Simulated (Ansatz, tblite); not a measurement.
Cost and result up the ladder for B3H⁻ (4 atoms). Charge -1, multiplicity 2. Geometry: PBE-D4/def2-TZVPD.

Cartesian coordinates in Å:
```
B -0.6536 1.0419 0.2212
B -1.0572 -0.3742 0.6213
B 0.3647 -0.0703 -0.1888
H 1.3461 -0.5974 -0.6537
```

Ansatz on 4 threads of Arm Neoverse V2 on a shared host; xTB runs through tblite on one thread. Times are rough, summed over both states, and most runs start from the orbitals of an earlier one. No level here is sound enough to serve as a yardstick. The other state is a singlet.

The xTB rows come from tblite. Correlated methods freeze 3 core orbitals. The structure comes from a short search, and lower isomers may exist.

Run but left out: HF/def2-TZVPPD, MP2/def2-TZVPPD (doublet: ⟨S²⟩ 1.12, where a pure state has 0.75).

Correlated methods converge slowly with the basis.

Raw xTB energies of ions are shifted by several eV, and xTB has no spin-polarisation term.

```tsv
level	functions	wall time	vertical IE (eV)	remarks
GFN1-xTB	14	0.002 s	4.80	–
GFN2-xTB	13	0.003 s	1.56	–
PBE-D4/def2-TZVPD	120	1.6 s	2.17	HOMO above zero (-1 doublet), restricted SCF unstable in HF (singlet)
PBE0-D4/def2-TZVPD	120	2.3 s	2.29	restricted SCF unstable in HF (singlet)
r2SCAN-D4/def2-TZVPD	120	3 s	2.31	HOMO above zero (-1 doublet), restricted SCF unstable in HF (singlet)
CCSD(T)/def2-TZVPPD	128	6.8 s	1.90	large T1 (0.036) (singlet), large T1 (0.067) (-1 doublet), restricted SCF unstable (singlet), spin-contaminated (⟨S²⟩ 1.12) (-1 doublet)
```
